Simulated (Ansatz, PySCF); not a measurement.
Molecule: C₄H₅, net charge 0, doublet state. It need not be the lowest isomer of its formula. SMILES: C(#CC)[CH2]
Geometry: optimised at B3LYP-D3(BJ)/def2-TZVP (Ansatz, a program for electronic structure).
Markedly spin-contaminated UHF reference, which strains HF, MP2 and, less, CCSD(T): [CH2]C#CC.

Wanted: enthalpy of formation at 298 K (from the atomisation energy, B3LYP-D3(BJ)/def2-TZVP harmonic zero-point and thermal terms from PySCF, and the atoms' enthalpies of formation in the G2/97 table; no spin-orbit terms, and no core term in the frozen-core levels), in eV. Valence correlation only, unless marked. UHF or UKS for open shells. No spin-orbit coupling. Non-relativistic. The coupled-cluster limit lacks core correlation, which all-electron functionals hold. Basis-set limits of correlation are two-point, X^-3; Hartree-Fock from the larger set. The bracket is a focal-point correction in the basis named.

```tsv
level	program	enthalpy of formation at 298 K (eV)
HF/def2-TZVPD	PySCF	12.99
HF-D4/def2-TZVPD	PySCF + dftd4	12.50
PBE/def2-TZVPD	Ansatz	2.00
B97M-V/def2-TZVPD	Ansatz	3.02
PBE0/def2-SVP	Ansatz	2.36
CAM-B3LYP/def2-TZVPD	Ansatz	3.08
MP2/cc-pVDZ	Ansatz	5.84
CCSD/STO-3G	Ansatz	2.43
CCSD(T)/cc-pVDZ	Ansatz	6.26
RI-MP2/CBS(cc-pVTZ,cc-pVQZ)+[CCSD(T)-MP2]/cc-pVTZ	Ansatz	3.38
```
